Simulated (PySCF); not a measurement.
CH2F2.

```xyz
5

F     -1.1035     0.0000    -0.2905
C      0.0000     0.0000     0.5036
F      1.1035     0.0000    -0.2905
H      0.0000    -0.9138     1.1037
H      0.0000     0.9138     1.1037
```
Charge 0, spin multiplicity 1.

The structure is a stationary point at ωB97X-D3(BJ)/def2-TZVP.

These are PBE0/pcSseg-2 in PySCF values and carry that method's errors. Non-relativistic, no solvent.

Computed absolute GIAO shielding of each atom: isotropic value and principal components (ppm):
```json
[
 {"atom": "F1", "σ(iso)": "327.5", "σ11": "201.0", "σ22": "332.8", "σ33": "448.8", "span": "247.8"},
 {"atom": "C2", "σ(iso)": "67.3", "σ11": "45.8", "σ22": "65.7", "σ33": "90.3", "span": "44.5"},
 {"atom": "F3", "σ(iso)": "327.5", "σ11": "201.0", "σ22": "332.8", "σ33": "448.8", "span": "247.8"},
 {"atom": "H4", "σ(iso)": "25.7", "σ11": "22.1", "σ22": "26.1", "σ33": "28.9", "span": "6.8"},
 {"atom": "H5", "σ(iso)": "25.7", "σ11": "22.1", "σ22": "26.1", "σ33": "28.9", "span": "6.8"}
]
```
